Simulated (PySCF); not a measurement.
**Two probes of the same atoms: core binding energy and nuclear shielding**

Compound: C₄H₃NO.
Cartesian coordinates in Å at the PBE0-D3(BJ)/def2-SVP level; atoms count from 1:
```xyz
9
C4H3NO angstrom
N     -2.4529    1.0165   -0.4457
C     -1.6192    0.2268   -0.3045
C     -0.5576   -0.7624   -0.1083
C      0.6743   -0.1778    0.5340
C      1.8087   -0.0017   -0.1149
O      2.8130    0.1386   -0.6771
H     -0.9631   -1.5793    0.5113
H     -0.3198   -1.2097   -1.0858
H      0.6459    0.1748    1.5678
```

Binding energies: delta-SCF UKS SCAN, pcX-2 on the ionised atom, pcseg-1 elsewhere, spin-free X2C (PySCF). Shieldings: GIAO PBE0/pcSseg-1, non-relativistic, same geometry.

```
atom  isotropic shielding (ppm)
  C2                       61.8
  C3                      173.1
  C4                      170.7
  C5                      -16.5
```

Q: What are the C 1s binding energies of these atoms?

A: 
```json
{"atom": "C4", "environment": "outer carbon of cumulated double bonds", "C 1s (eV)": "291.65", "isotropic shielding (ppm)": "170.7"}
{"atom": "C2", "environment": "nitrile carbon", "C 1s (eV)": "292.49", "isotropic shielding (ppm)": "61.8"}
{"atom": "C3", "environment": "sp3 carbon next to a nitrile", "C 1s (eV)": "293.18", "isotropic shielding (ppm)": "173.1"}
{"atom": "C5", "environment": "central carbon of a ketene", "C 1s (eV)": "294.72", "isotropic shielding (ppm)": "-16.5"}
```

Q: Among the listed atoms, is the one with the highest binding energy also the least shielded?

A: Yes: C5 has both (294.72 eV, -16.5 ppm).

By binding energy: C4 < C2 < C3 < C5. By shielding: C5 < C2 < C4 < C3.

The unrestricted hole states depart most from a pure doublet (⟨S²⟩ = 0.75; over 0.85 named) for C 1s of C5 (0.87), which makes this value less certain. Geometry: PBE0-D3(BJ)/def2-SVP, one conformer, isolated molecule.
